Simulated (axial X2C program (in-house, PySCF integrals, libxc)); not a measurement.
# Which molecule has these constants?

Computed with an axial X2C code built on PySCF integrals, spin-free (one-electron X2C) or two-component (2c: spin–orbit coupling with atomic mean-field Coulomb and Gaunt terms, which also bring small scalar terms), in Dyall basis sets with cores contracted in-house; open shells are unrestricted.

A two-component PBE0 calculation in a Dyall 3-zeta basis gave Re = 1.697 Å, ωe = 1049.7 cm⁻¹, De = 5.41 eV, Ω = 1/2.

Question: Which molecule is it?
A. BS⁻
B. MgB⁻
C. NaB⁻
D. SiB⁻
E. BP⁻

Answer: E. The others have MgB⁻ 2.247 Å and 427.8 cm⁻¹ (Ω = 1); SiB⁻ 1.862 Å and 818.0 cm⁻¹ (Ω = 2); BS⁻ 1.687 Å and 1000.3 cm⁻¹ (Ω = 0); NaB⁻ 2.462 Å and 299.4 cm⁻¹ (Ω = 3/2).

Each entry is the lowest single determinant of a limited PBE0 search at one distance. De goes to single-determinant-based atoms at the same level (for ions the charge split of lowest energy) and is withheld (n/a) where an atom does not fit its ground term or J level. Main or longest-lived isotopes. One determinant is a doubtful description, or other states lie close, for MgB⁻, SiB⁻, NaB⁻; these need not be ground states, and all values refer to the states named. Some open-shell Ω = 0 determinants are out of reach, so the Ω given for MgB⁻, SiB⁻ need not be the lowest component. With several unpaired electrons the Ω given is that of one determinant, not necessarily of the lowest component. Some light 2c atoms are not at their ground J level, so De misses part of their lowering (0.04 eV or less). The functionals have no current term, which raises determinants with orbital currents.
